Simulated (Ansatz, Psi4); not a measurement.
Predicting a hybrid from its neighbours: CHCl2F (dichlorofluoromethane)

CHCl2F has 5 atoms, charge 0, and is taken as a singlet. SMILES: `FC(Cl)Cl`. Geometry: relaxed at PBE0-D4/def2-TZVP.

The electronic atomisation energy y, in eV, basis def2-SVPD; a is the functional's share of exact exchange. Programs: Ansatz 0.2.0, Psi4 1.11.

```
functional  program     a  y (eV)
    revPBE   Ansatz     0   16.34
    r2SCAN   Ansatz     0   16.65
     TPSSh     Psi4   0.1   16.37
     B3LYP   Ansatz   0.2   16.08
   r2SCAN0   Ansatz  0.25   16.11
      PBE0   Ansatz  0.25       ?
     BHLYP   Ansatz   0.5   15.25
```

Q: Fit y = c + s·a to the known rows and predict PBE0.

A: 
1. Means of the 6 rows: a = 0.1750, y = 16.133.
2. Σ(Δa)² = 0.17875, Σ(Δa·Δy) = -0.4345, so the slope is -0.4345/0.17875 = -2.4308.
3. Intercept: 16.133 − (-2.4308) × 0.1750 = 16.558. The largest residual of the fit is 0.22.
4. PBE0: 16.558 + (-2.4308) × 0.25 = 15.95 eV.

The run gave 16.60 eV, so the prediction is off by -0.65 eV, more than the largest residual. The rows mix families of semi-local functionals, which the line can't see.
